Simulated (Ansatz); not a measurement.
Geometry optimisation, Ansatz 0.2.0, RKS PBE0/6-31G.

input.yaml

```yaml
crystal:
  periodic: [false, false, false]
  atoms:
    - { symbol: "N", position_ang: [-0.1318, 1.3233, 0.8217] }
    - { symbol: C, position_ang: [0.164, 0.3323, -0.1714] }
    - { symbol: C, position_ang: [0.5128, -1.0381, 0.2953] }
    - { symbol: O, position_ang: [0.81756, -1.85838, -0.72905] }
    - { symbol: C, position_ang: [0.3197, 0.76, -1.5335] }
    - { symbol: "N", position_ang: [-0.8513, 0.401, -1.3064] }
    - { symbol: H, position_ang: [-0.4641, 0.9049, 1.6703] }
    - { symbol: H, position_ang: [-0.9855, 1.8509, 0.4609] }
    - { symbol: H, position_ang: [-0.41581, -1.51756, 0.79726] }
    - { symbol: H, position_ang: [1.30711, -1.05793, 1.02295] }
    - { symbol: H, position_ang: [1.48937, -1.34662, -1.31621] }
    - { symbol: H, position_ang: [1.1321, 1.1762, -2.1267] }
basis:
  gaussian: { orbitals: "6-31G" }
hamiltonian:
  xc: pbe0
relax:
  f_tol: 0.015
  max_steps: 40
output:
  orbitals: {}
```

Launched with:

```bash
$ ansatz run input.yaml --threads 1 --pin off --max-ram 2048MiB --backend cpu --events-out ev --progress --plain --runs-dir out
```

Problem. Where does it end, and by what steps?

Solution. It converged. The force dipped under the threshold on the way, but the program's further checks kept it going. Limits of this set-up: no polarisation functions. After 34 steps the energy has fallen by 1.191 eV; H11 moved furthest, 1.31 Å.

```tsv
step	energy less start (eV)	largest force component (eV/Å)	accepted
0	0.0000	4.317	yes
2	-0.8714	0.857	yes
4	-0.9630	0.671	yes
6	-0.9931	0.528	yes
8	-1.0039	0.121	yes
10	-1.0073	0.211	yes
12	-1.0106	0.056	yes
14	-1.0122	0.080	yes
16	-1.0126	0.013	yes
18	-1.0136	0.233	yes
20	-1.0172	0.459	yes
22	-1.0315	0.775	yes
24	-1.0955	1.490	yes
26	-0.7172	2.300	no
28	-1.1838	0.209	yes
30	-1.1886	0.476	no
32	-1.1912	0.053	yes
34	-1.1913	0.011	yes
```

```xyz
12
Properties=species:S:1:pos:R:3
N -0.488 1.105 0.813
C 0.146 0.339 -0.159
C 0.732 -0.961 0.347
O 1.042 -1.871 -0.710
C 0.531 0.899 -1.436
N -0.501 0.182 -1.687
H -1.154 0.661 1.424
H -0.612 2.092 0.667
H 0.023 -1.406 1.065
H 1.667 -0.771 0.881
H 0.297 -1.884 -1.343
H 1.211 1.545 -1.978
```

Run time: 3.9 min on 1 thread of AMD EPYC 7R43 64-Core Processor (Zen 3), on a shared host, peak memory 0.17 GiB.
